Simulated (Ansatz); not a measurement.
Born–Oppenheimer molecular dynamics of CH7BO (10 atoms, charge 0, multiplicity 1). It starts at the highest image of a converged band. Of that band: Neighbouring images differ by up to 1.7 eV, so the band resolves the path poorly. A vibrational analysis at the climbing image gives 2 clearly imaginary modes (1194i, 280i cm⁻¹): a point of higher order, so a lower path passes nearby.

All numbers below come from Ansatz, RKS B3LYP-D4/def2-SVP.

```json
{
 "ensemble": "NVE (velocity Verlet)",
 "time step": "0.5 fs",
 "steps asked": "200",
 "starting velocities drawn for": "300 K",
 "seed": "10613"
}
```

First frame:

```xyz
10
Properties=species:S:1:pos:R:3
B -0.062 -0.336 0.149
C -0.004 -0.054 1.904
H -0.965 -0.144 2.433
H 0.793 -0.542 2.490
H 0.258 1.010 1.822
O 1.134 0.021 -0.495
H 1.770 -0.687 -0.625
H -1.110 0.134 -0.219
H -0.324 -1.658 0.086
H -0.129 -1.267 1.038
```

Task: What does the run give?

Result: All steps were run.

| Quantity | Value |
| --- | --- |
| steps done | 200 |
| time covered | 100 fs |
| mean temperature over the second half | 1869 K |
| spread of the potential energy over the second half | 12.8 meV per atom |
| mean potential energy of the second half above the start | -162.2 meV per atom |

The conserved energy stayed within 0.45 meV per atom of its start (net change -0.27 meV per atom), so the integration is sound. The kinetic energy rose, since the run started high on the potential surface and went downhill. It ends in pieces (BH3O + CH4), so much of that is their flight and rotation, not heat. A run of 0.1 ps of so small a system gives no equilibrium averages. The orbitals stay closed-shell, which can raise the energy where a bond breaks towards radicals; this wasn't checked here.

Task: What happens to the structure?

Result: Between its relaxed ends the band would form B1–H9, C2–H10 and break B1–C2, H9–H10. These pairs go: B1–H9 1.35 → 1.25 Å, C2–H10 1.50 → 1.09 Å, B1–C2 1.78 → 6.83 Å, H9–H10 1.05 → 8.43 Å. In the last frame they stand as after the step (other bonds may differ from the relaxed reactants and products). Also parted: B1–H10 1.29 → 7.48 Å. It ends as BH3O + CH4. Pairs count as bonded within 1.25 times the sum of covalent radii (0.12 Å more for H–H). This is one draw of velocities; another would differ in detail.

Task: How do temperature and energy run in time?

Result: 
```
time (fs)  T (K)  potential energy less start (eV)  conserved less start (meV/atom)
        0    300                             0.000                             0.00
        3    194                             0.111                             0.16
        6    244                             0.059                             0.13
        9    512                            -0.219                             0.10
       12    706                            -0.419                             0.05
       15   1180                            -0.913                            -0.31
       18   1119                            -0.845                             0.16
       21   1438                            -1.177                            -0.03
       24   1516                            -1.254                             0.28
       27   1876                            -1.633                            -0.32
       30   1585                            -1.326                             0.22
       33   1919                            -1.677                            -0.31
       36   1723                            -1.468                             0.31
       39   1945                            -1.703                            -0.10
       42   1738                            -1.484                             0.21
       45   2000                            -1.762                            -0.35
       48   1969                            -1.728                            -0.16
       51   1927                            -1.682                             0.05
       54   1870                            -1.623                             0.09
       57   1847                            -1.599                             0.00
       60   2003                            -1.764                            -0.35
       63   1766                            -1.514                             0.19
       66   1985                            -1.745                            -0.20
       69   1713                            -1.458                             0.37
       72   2005                            -1.765                            -0.25
       75   1767                            -1.515                             0.24
       78   2110                            -1.876                            -0.42
       81   1715                            -1.461                             0.23
       84   1862                            -1.616                            -0.07
       87   1812                            -1.562                             0.16
       90   2036                            -1.797                            -0.23
       93   1859                            -1.613                            -0.09
       96   1669                            -1.415                             0.12
       99   1839                            -1.592                            -0.02
```

Time of the run: 6.8 min on 1 thread of Arm Neoverse V1 (shared host), peak memory 0.15 GiB.
